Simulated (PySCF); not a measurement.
**Bond length, frequency and bond energy of LiP by level of theory**

State: ³Σ⁻ (triplet), unpaired electrons π ↑↑. Set-up: PySCF, no relativity, basis sets Li aug-pcseg-1, P aug-pcseg-1. De refers to Li + P in their high-spin ground configurations, without counterpoise correction. The functionals are run spin-unrestricted. A positive dipole means Li(−)P(+).

```csv
Level,Re (Å),ωe (cm⁻¹),De (eV),μ (D)
UHF,2.362,482,0.72,-7.49
UHF-MP2,2.368,460,1.25,n/a
UHF-SCS-MP2,2.369,457,1.27,n/a
UHF-CCSD,2.374,452,1.29,n/a
UHF-CCSD(T),2.379,447,1.34,n/a
PBE,2.349,471,1.84,-6.52
PW91,2.348,470,1.88,-6.50
BLYP,2.354,464,1.88,-6.37
r²SCAN,2.352,475,1.81,-7.00
PBE0,2.336,486,1.77,-6.87
M06-2X,2.329,491,1.94,-6.84
ωB97X,2.335,492,1.91,-7.30
```

**Question.** Which functional lies closest to UHF-CCSD(T) in De, which farthest, and by how much do they differ from it?

**Answer.** Closest is PBE0 (-4.3 pm in Re, +8.7 % in ωe, +0.43 eV in De against UHF-CCSD(T) in the same basis), farthest M06-2X (-5.0 pm in Re, +9.8 % in ωe, +0.60 eV in De). CCSD(T) converges more slowly with the basis than the functionals do and binds too weakly in this one, so the order can change at the basis-set limit.

**Question.** What does the step from GGA to meta-GGA do here, going from PBE to r²SCAN?

**Answer.** r²SCAN less PBE: +0.3 pm in Re, +0.8 % in ωe, -0.03 eV in De. 

**Question.** What does second-order correlation do here, going from UHF to UHF-MP2?

**Answer.** UHF-MP2 less UHF: +0.6 pm in Re, -4.6 % in ωe, +0.53 eV in De. Correlation nearly always deepens the well. The bond lengthens, as in strong covalent bonds, where excitations into antibonding orbitals dominate.

Correlated steps freeze 5 core orbitals. Correlated levels converge slowly with the basis: in double zeta they bind strong bonds too weakly, by up to about 1 eV, and carry superposition errors of some tenths. The state is the lowest determinant that a PBE0 search found; another state may lie lower at other levels.

The whole job (state search and all levels along the bond) took about 1.1 min on 1 thread of Arm Neoverse V2 (shared host), peak memory 0.47 GiB.
